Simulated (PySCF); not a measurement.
## Name the molecule from its bond curve

A diatomic of charge 0 contains Si. Its singlet curve at HSE06 in a triple-zeta basis (spin-free X2C with a Gaussian nucleus, PySCF), in eV from the separated fragments:

```json
{"R (Å)": "1.663", "E (eV)": "-4.437"}
{"R (Å)": "1.741", "E (eV)": "-5.402"}
{"R (Å)": "1.818", "E (eV)": "-5.934"}
{"R (Å)": "1.876", "E (eV)": "-6.122"}
{"R (Å)": "1.934", "E (eV)": "-6.173"}
{"R (Å)": "1.992", "E (eV)": "-6.118"}
{"R (Å)": "2.069", "E (eV)": "-5.922"}
{"R (Å)": "2.166", "E (eV)": "-5.540"}
{"R (Å)": "2.282", "E (eV)": "-4.963"}
{"R (Å)": "2.437", "E (eV)": "-4.104"}
```

The fit gives ωe = 762 cm⁻¹ and the rotational constant Bₑ = 0.3032 cm⁻¹.

**Question.** Which atom is the partner?

**Answer.** The minimum lies at 1.930 Å, so the reduced mass is 16.8576 u Å² cm⁻¹/(Bₑ·Re²) = 14.93 u. With Si at 27.98 u the partner weighs about 32.0 u: S. The molecule is SiS.
